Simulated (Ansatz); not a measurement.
C₄H₃FS (`Fc1ccsc1`). The species carries charge 0 and has multiplicity 1.

```xyz
9

F    -0.817   -1.490    1.490
C    -0.321   -0.709    0.531
C    -0.156    0.682    0.713
C     0.366    1.258   -0.406
S     0.642    0.116   -1.641
C     0.063   -1.174   -0.687
H    -0.412    1.207    1.622
H     0.603    2.298   -0.569
H     0.031   -2.187   -1.053
```

Problem. List the harmonic frequencies (cm⁻¹, unscaled) at PBE0-D4/def2-TZVP in Ansatz. (An estimate is asked.)

Solution. Ansatz gave: 278, 404, 479, 553, 631, 670, 675, 792, 864, 885, 899, 981, 1086, 1183, 1258, 1460, 1473, 1615, 3244, 3272, 3284.

Problem. Is this a minimum?

Solution. Yes, all 21 modes are real.

Problem. Give the ideal-gas thermochemistry at 298.15 K and 1 bar (rigid rotor, harmonic oscillator; point group Cs, symmetry number 1).

Solution. Zero-point energy 155.4 kJ/mol; H(298) − E = 170.4 kJ/mol; entropy 302.2 J/(mol·K), of which translation 166.6, rotation 111.5, vibration 24.1; G(298) − E = 80.3 kJ/mol.

Problem. And at 400, 500, 600, 800 and 1000 K?

Solution. 
| T (K) | H − E (kJ/mol) | S (J/mol/K) | G − E (kJ/mol) |
| --- | --- | --- | --- |
| 400 | 180.1 | 329.8 | 48.1 |
| 500 | 191.5 | 355.3 | 13.9 |
| 600 | 204.5 | 378.9 | -22.9 |
| 800 | 233.7 | 420.8 | -102.9 |
| 1000 | 265.9 | 456.7 | -190.8 |
